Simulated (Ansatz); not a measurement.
## A reaction path, image by image

BH₄SF, singlet, from BH₄SF ([F][BH2][SH2]) to a complex of BH₃S ([BH2][SH]) + HF; PBE0-D4/def2-SVP (Ansatz 0.2.0). Settings:

```yaml
hamiltonian: {xc: pbe0, dispersion: d4}
neb:
  images: 5
  climbing: true
  max_iterations: 40
  initial_path: idpp
```

First end:

```csv
atom,x (Å),y (Å),z (Å)
B1,-0.8109,-0.4576,-0.0095
F2,-0.5270,-0.8297,-1.2915
H3,-0.7138,-1.3140,0.8366
H4,-1.6650,0.3844,0.1329
H5,1.8691,-0.0602,0.1938
S6,0.8720,0.7407,0.6083
H7,0.9758,1.5363,-0.4705
```

Second end:

| atom | x (Å) | y (Å) | z (Å) |
| --- | --- | --- | --- |
| B1 | -0.7444 | 0.1872 | 0.8485 |
| F2 | 0.7344 | -1.6024 | -1.8381 |
| H3 | -0.8776 | -0.7796 | 1.5289 |
| H4 | -1.6548 | 0.8270 | 0.4315 |
| H5 | 0.8975 | -0.9863 | -1.1607 |
| S6 | 0.9355 | 0.6427 | 0.4871 |
| H7 | 0.7093 | 1.7113 | -0.2972 |

The ends were relaxed with PBE0-D4 in triple zeta, so they are not quite minima here (largest force components 0.26 and 0.25 eV/Å).

Energies along the converged band: It took 14 iterations. Path lengths are measured after rigid turns and shifts between images are taken out.
```json
{"image": "0", "path length (Å)": "0.00", "energy (kJ/mol)": "0.0"}
{"image": "1", "path length (Å)": "0.64", "energy (kJ/mol)": "2.3"}
{"image": "2", "path length (Å)": "1.28", "energy (kJ/mol)": "20.8"}
{"image": "3 (climbing)", "path length (Å)": "1.92", "energy (kJ/mol)": "88.1"}
{"image": "4", "path length (Å)": "2.60", "energy (kJ/mol)": "67.2"}
{"image": "5", "path length (Å)": "3.28", "energy (kJ/mol)": "66.0"}
{"image": "6", "path length (Å)": "3.96", "energy (kJ/mol)": "72.6"}
```
Energies count from the first end.

The images between the ends:
Image 1:
```xyz
7
angstrom
B -0.8323 -0.5110 0.0198
F -0.4023 -1.0524 -1.1492
H -0.8322 -1.2375 0.9939
H -1.6180 0.4129 -0.0576
H 1.7881 -0.0263 -0.1825
S 0.9946 0.7012 0.6330
H 0.9021 1.7131 -0.2574
```

Image 2:
```xyz
7
angstrom
B -0.7329 -0.4912 0.0805
F -0.1669 -1.1243 -1.0094
H -0.8239 -1.1552 1.0883
H -1.5263 0.3875 -0.1765
H 1.3560 -0.0933 -0.4523
S 1.0790 0.6977 0.6177
H 0.8150 1.7788 -0.1482
```

Image 3:
```xyz
7
angstrom
B -0.6018 -0.3142 0.2399
F 0.1093 -1.0498 -0.9850
H -0.7627 -1.1171 1.1231
H -1.5079 0.3563 -0.1817
H 0.9715 -0.3822 -0.6135
S 1.0233 0.7264 0.6123
H 0.7685 1.7807 -0.1951
```

Image 4:
```xyz
7
angstrom
B -0.6105 -0.0829 0.4820
F 0.2416 -1.2393 -1.2174
H -0.7384 -1.0384 1.1994
H -1.5074 0.4021 -0.1507
H 0.9582 -0.7248 -0.8964
S 0.9397 0.8318 0.7213
H 0.7170 1.8515 -0.1382
```

Image 5:
```xyz
7
angstrom
B -0.6869 0.0656 0.6856
F 0.4597 -1.4474 -1.5846
H -0.8061 -0.9213 1.3605
H -1.5978 0.5932 0.1084
H 0.9622 -0.8825 -1.0459
S 0.9533 0.7725 0.6491
H 0.7157 1.8198 -0.1730
```

The band counts as converged below 0.05 eV/Å. The run took about 90 s on 2 CPU threads of an Arm Neoverse V1 (shared host).
